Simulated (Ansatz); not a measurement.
Results of PBEsol (Ansatz, a program for electronic structure, PAW) for rutile PbO2.

Settings: plane-wave cutoff 520 eV, 8×8×12 k mesh (along the axes of the cell as run), Fermi–Dirac smearing 0.1 eV, perturbation theory, force constants from a 4×4×4 q mesh, scalar-relativistic PAW data made under PBE.

Computed at the level's own relaxed cell. Harmonic vibrational thermodynamics at fixed volume:

```tsv
T (K)	S_vib (J/K per mol of atoms)	C_V (J/K per mol of atoms)	F_vib (eV/atom)
100	8.72	11.01	0.0492
200	18.52	17.39	0.0349
300	26.27	20.66	0.0115
400	32.46	22.28	-0.0190
500	37.53	23.15	-0.0554
600	41.80	23.67	-0.0966
1000	54.13	24.46	-0.2974
```

The crystal is taken as a harmonic solid at every temperature: melting, phase changes and thermal expansion are not seen, nor the electrons' share in a metal.
